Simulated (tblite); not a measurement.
Compound: C6H3 (doublet state).
InChI=1S/C6H3/c1-3-5-6-4-2/h1-2,5H

Computed values, GFN2-xTB/tblite, gas phase, harmonic and unscaled. Against measured fundamentals such values can be off by several per cent, at times by over 20. Open shells enter through the occupations alone, without spin polarisation, and single modes of such species can be off by tens of per cent.

Harmonic wavenumbers (cm⁻¹): 38.1, 189.8, 202.7, 226.8, 290.4, 395.8, 417.3, 467.5, 595.8, 610.3, 648.5, 726.6, 872.1, 1061.8, 1232.2, 1816.9, 2055.9, 2242.3, 2939.3, 3392.2, 3400.4.

A = 17963, B = 1662, C = 1521 MHz; mass 75.023 u (most abundant isotopes); point group Cs, symmetry number 1; spin multiplicity 2.

Question: What is the zero-point energy?

Answer: Half the sum of the wavenumbers: 11911 cm⁻¹ = 142.49 kJ/mol.

Question: Give the ideal-gas entropy at 298.15 K and 1 bar in the rigid-rotor, harmonic-oscillator model (classical rotation).

Answer: Translation 162.71, rotation 110.30, vibration 73.23, spin (R ln 2) 5.76: S = 352.0 J/(mol K).

Question: And Cp and H(298.15 K) − H(0)?

Answer: Cp = 109.55 J/(mol K), of which vibrations give 76.29 (their classical limit is 21 R = 174.6); H(298.15 K) − H(0) = 21.63 kJ/mol without the zero-point energy, 11.71 from vibrations.

Question: Blend soft modes into free rotors: weight 1/[1 + (100 cm⁻¹/ν̃)⁴] for the oscillator and the rest for a rotor with moment μB/(μ + B), μ = h/(8π²ν), B = 10⁻⁴⁴ kg m². What vibrational entropy results?

Answer: 66.98 J/(mol K) in place of 73.23, which changes −T·S at 298.15 K by +1.86 kJ/mol.

Question: How do the functions run with temperature in this model?

Answer: 
```tsv
T (K)	S (J/(mol K))	Cp (J/(mol K))	H − H(0) (kJ/mol)	G − H(0) (kJ/mol)	ln q(vib)
50	227.8	43.4	1.91	-9.48	0.42
100	262.4	58.6	4.45	-21.79	1.05
373.15	377.9	121.3	30.30	-110.71	5.26
500	415.5	135.8	46.67	-161.11	7.16
750	474.6	155.1	83.21	-272.70	10.51
1000	521.1	168.3	123.73	-397.36	13.42
```

q(vib) and H(0) count from the zero-point level.

Hindered rotation and anharmonicity are outside this model.
